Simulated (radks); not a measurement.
# Nuclear size and the levels of S³⁺

The task here is to estimate one member of a computed series from the others.

Method: Dirac Kohn-Sham, BLYP, spin-unpolarised, spherical densities, finite nucleus; open shells fill j = l - 1/2 first. Code: radks (a radial shooting solver on a logarithmic mesh, Libxc functionals) version 1.

### What is computed

```
element            : sulfur (Z = 16)
charge             : +3
electrons          : 13
configuration      : [Ne] 3s2 3p1
nuclear rms radius : 3.2611 fm
```

The first run:

The run's settings:

```text
Z 16
configuration [Ne] 3s2 3p1 4s0 3d0
relativity Dirac
functional b88,lyp
spin unpolarised
j_filling energy
nucleus finite rms 3.2611 fm
c 137.035999084
```

Steps of the session up to this table: rms radius 3.2611 fm.

One table of the session follows, with a row left open; its other results are not shown here.

It belongs to the step «rms radius 3.2611 fm». Radial moments (bohr):

| level | <r> | outermost maximum (interpolated) | 90 % within | nodes |
| --- | --- | --- | --- | --- |
| 2p1/2 | 0.4394 | 0.324 | 0.732 | 0 |
| 2p3/2 | 0.4416 | 0.325 | 0.736 | 0 |
| 3s1/2 | 1.519 | 1.33 | 2.25 | 2 |
| 3p1/2 | 1.662 | 1.43 | 2.51 | 1 |
| 3p3/2 | 1.667 | 1.44 | 2.52 | 1 |
| 3d3/2 | ? | ? | ? | ? |
| 3d5/2 | 2.020 | 1.63 | 3.19 | 0 |
| 4s1/2 | 3.473 | 3.30 | 4.95 | 3 |

Estimate the missing values for 3d3/2.

The run gave: <r>: 2.019; outermost maximum (interpolated): 1.63; 90 % within: 3.19; nodes: 0. In the column «<r>» it lies between 3p3/2 (1.667) and 3d5/2 (2.020).
